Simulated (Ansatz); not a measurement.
Input for Ansatz (a program for electronic structure): U-BHLYP/def2-TZVPPD on OHCH3ts, 2S+1 = 3. Files ending in .json are basis or fitting sets from the Basis Set Exchange.

Ansatz 0.2 input:
```yaml
crystal:
  periodic: [false, false, false]
  atoms:
    - {symbol: C, position_ang: [0.00029000, -1.14228900, 0.00000000]}
    - {symbol: H, position_ang: [-1.05595700, -1.38473500, 0.00000000]}
    - {symbol: H, position_ang: [0.52016700, -1.40738900, 0.91244700]}
    - {symbol: H, position_ang: [0.52016700, -1.40738900, -0.91244700]}
    - {symbol: H, position_ang: [0.01156000, 0.16009900, 0.00000000]}
    - {symbol: O, position_ang: [0.00029000, 1.36164300, 0.00000000]}
basis:
  gaussian:
    orbitals: def2-TZVPPD.json
hamiltonian:
  xc: {name: BHLYP}
magnetization: {spin_polarized: true, initial_magnetization: 2}
```

Program output:

```
WARN ansatz: RAYON_NUM_THREADS=1 ignored (pool sized by the plan → 1); use --threads N
Functional definition: BHLYP
integrals: 0.03 GiB planned
672 factors; their error is unknown
mean field: 0.51 GiB planned
mean field evaluation 1: about -3142.1661 eV, gradient 2.2e1 eV
mean field evaluation 2: about -3143.2299 eV, gradient 1.6e1 eV
mean field evaluation 4: about -3144.3836 eV, gradient 1.5e0 eV
mean field evaluation 8: about -3144.4046 eV, gradient 3.1e-1 eV
mean field evaluation 16: about -3144.4049 eV, gradient 4.7e-4 eV
mean field evaluation 32: about -3144.4049 eV, gradient 1.2e-2 eV
mean field evaluation 64: about -3144.4052 eV, gradient 1.7e-2 eV
mean field -3144.40541990 eV, -115.5547678269 hartree, gradient 1.3e-6 eV, S^2 2.021348; 2 other end points of the search recorded, 0 dependent functions left out
reference -3144.40557395 eV, -115.5547734880 hartree; 10, 8 occupied and 135, 137 virtual orbitals, 672 factors
Total energy: -3144.40557395 eV, -115.5547734880 hartree
```

The run converged.

Cost: very roughly 50 core-seconds.
